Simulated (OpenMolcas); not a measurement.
**Potential curves of PH⁻: spin-free states**

Calculated with OpenMolcas 26.06: state-averaged CASSCF(7,5) over P 3s 3p, H 1s, XMS-CASPT2 (IPEA 0.25, imaginary shift 0.2 hartree), scalar X2C, ANO-RCC-VTZP, then RASSI spin–orbit state interaction with atomic mean-field integrals. C2 symmetry about the axis (a holds Σ, Δ, Γ; b holds Π, Φ, H; Σ⁺ and Σ⁻ are not told apart); roots by multiplicity and irrep: 2b 8, 4a 2, 2a 5, 4b 2.

XMS-CASPT2 energies in eV from the lowest point. Curves are followed by energy order within each symmetry, so they are adiabatic and may change character at avoided crossings; Σ⁺ and Σ⁻ are counted together.

```tsv
R (Å)	(1)2Π	(1)4Σ	(1)2Δ	(1)4Π	(3)2Σ	(2)4Σ
1.259	0.379	2.458	3.598	6.119	4.406	10.193
1.332	0.120	2.185	3.331	5.827	4.141	9.793
1.398	0.000	2.080	3.241	5.669	4.046	9.512
1.464	0.017	2.067	3.230	5.586	4.043	9.253
1.537	0.079	2.120	3.302	5.521	4.109	8.945
1.610	0.217	2.213	3.405	5.403	4.212	8.595
1.713	0.470	2.360	3.556	5.186	4.363	8.055
1.845	0.844	2.516	3.716	4.871	4.535	7.393
2.050	1.429	2.662	3.920	4.413	4.847	6.613
2.342	2.124	2.770	4.119	3.974	5.147	5.780
2.782	2.851	2.954	4.272	3.662	5.348	4.975
3.367	3.407	3.191	4.367	3.544	5.443	4.399
```

Left out for impure symmetry, kinks or missing points, though low: (1)2Σ, (2)2Σ, (2)2Π, (3)2Π, (4)2Π. Only roots inside an energy window near the equilibrium distance were included, so the list of states is not complete; labels number the states computed. Each spin and symmetry block has orbitals of its own, averaged over its own roots, so gaps between blocks are less sure than gaps within one and near the minimum can be off by tenths of an eV, in bad cases by more. No Rydberg orbitals are active, so Rydberg states, and σ→σ* states whose orbital the CASSCF left unused, can be missing between those listed. CASPT2 splits the two components of degenerate states numerically, here by up to 8 cm⁻¹. For an anion, states above the electron-detachment threshold (often below 1 to 3 eV) are held by the basis set and are not bound levels. At stretched bonds a block can hold a wrong CASSCF solution and miss its lowest state; points past a visible jump are left out. The CASPT2 reference weights are uneven, so some states carry less reliable energies. Points that failed a check (symmetry, reference weights, a jump) are left out.
